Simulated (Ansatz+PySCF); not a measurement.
Values are calculated unless marked as measured or tabulated.
Input for PySCF 2.14.0:

```python
from pyscf import gto, dft

mol = gto.M(atom="""
C 0.000000 -0.027350 -1.148510
S 0.000000 -0.059600 0.663440
H 0.000000 -1.076760 -1.474120
H -0.899880 0.458560 -1.550880
H 0.899880 0.458560 -1.550880
H 0.000000 1.277240 0.851880
""", basis='def2-svp', charge=0, spin=0)
mf = dft.RKS(mol, xc='pbe0')
mf.kernel()
print(mf.converged, mf.e_tot, mf.spin_square()[0])
```

The script is written out from the run's settings.

Output:

| Item | Value |
| --- | --- |
| Converged | yes |
| Total energy | -438.35122 hartree |
| Spin squared of the determinant | 0.000 |
| Cycles | 8 |
